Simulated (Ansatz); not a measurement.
Diamond-structure Si was calculated with r²SCAN+rVV10 (Ansatz, an electronic-structure program, PAW).

Run with plane-wave cutoff 600 eV, 12×12×12 k mesh, finite displacements, scalar-relativistic PAW data made under PBE.

Computed at the level's own relaxed cell.

```cif
data_Si8
_chemical_formula_sum 'Si8'
_space_group_name_H-M_alt 'Fd-3m :1'
_space_group_IT_number 227
_space_group_name_Hall 'F 4d 2 3 -1d'
_cell_length_a 5.43552
_cell_length_b 5.43552
_cell_length_c 5.43552
_cell_angle_alpha 90.000
_cell_angle_beta 90.000
_cell_angle_gamma 90.000
loop_
_atom_site_label
_atom_site_type_symbol
_atom_site_symmetry_multiplicity
_atom_site_Wyckoff_symbol
_atom_site_fract_x
_atom_site_fract_y
_atom_site_fract_z
_atom_site_occupancy
Si1 Si 8 a 0.00000 0.00000 0.00000 1
```
(The calculation used a cell of 2 atoms; values per cell refer to that cell.)

Harmonic phonon frequencies (cm⁻¹; i marks an imaginary mode):

```json
[
 {"q point": "Γ", "frequencies": "?"},
 {"q point": "X", "frequencies": "?"},
 {"q point": "L", "frequencies": "115 115 384 417 495 495"}
]
```

Problem. Fill in the missing entries.

Solution. 
- Γ, frequencies: 0 0 0 520 520 520
- X, frequencies: 153 153 418 418 464 464

Measured, for comparison: zone-centre TO phonon frequency 525 cm⁻¹ (low temperature, zero-point motion not removed; as tabulated in Tanner et al. (2021), arXiv:2110.11888). Computed (rounded) less measured: zone-centre TO phonon frequency -1.0 %.

No imaginary mode appears at these points.
